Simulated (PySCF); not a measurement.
# Dipole moment and polarisability across levels of theory

Species: C2Cl4.
Atom-mapped SMILES: `[Cl:1][C:2]([Cl:3])=[C:4]([Cl:5])[Cl:6]`

PySCF, dipoles from the SCF density, polarisabilities from static response with core orbitals frozen. Geometry: PBE0-D3(BJ)/def2-SVP; no solvent, vibrations or thermal averaging.

How do dipole and polarisability depend on functional and basis here?

```tsv
level	α (au)	anisotropy (au)
LDA/def2-SVPD	85.44	45.70
PBE/def2-SVPD	85.22	45.80
B3LYP/def2-SVPD	82.90	44.12
PBE0/def2-SVPD	81.85	43.37
BHandHLYP/def2-SVPD	79.96	42.19
CAM-B3LYP/def2-SVPD	81.28	42.57
wB97X-D/def2-SVPD	80.78	42.25
LC-wPBE/def2-SVPD	78.99	40.83
HF/def2-SVPD	77.56	40.77
PBE0/6-31G*	60.88	50.12
PBE0/def2-SVP	58.07	44.44
PBE0/6-31+G*	70.19	45.92
PBE0/aug-cc-pVDZ	81.10	44.18
PBE0/def2-TZVP	72.76	45.70
PBE0/def2-TZVPD	83.54	44.99
PBE0/aug-cc-pVTZ	82.97	44.71
```

The anisotropy is √(½[(α1 − α2)² + (α2 − α3)² + (α3 − α1)²]). No reference polarisability is at hand; against PBE0 in the largest diffuse basis at hand (aug-cc-pVTZ) the other PBE0 rows deviate by 6-31G* -27%, def2-SVP -30%, 6-31+G* -15%, def2-SVPD -1%, aug-cc-pVDZ -2%, def2-TZVP -12%, def2-TZVPD +1%. The dipole stays under 0.05 D at every level. In one basis (def2-SVPD) the functionals order the polarisability from HF (lowest) to LDA (highest), a spread of 10%. With PBE0 the polarisability is 63.90 au without diffuse functions (mean of 6-31G*, def2-SVP and def2-TZVP) and 79.93 au with them (mean of 6-31+G*, def2-SVPD, aug-cc-pVDZ, def2-TZVPD and aug-cc-pVTZ).
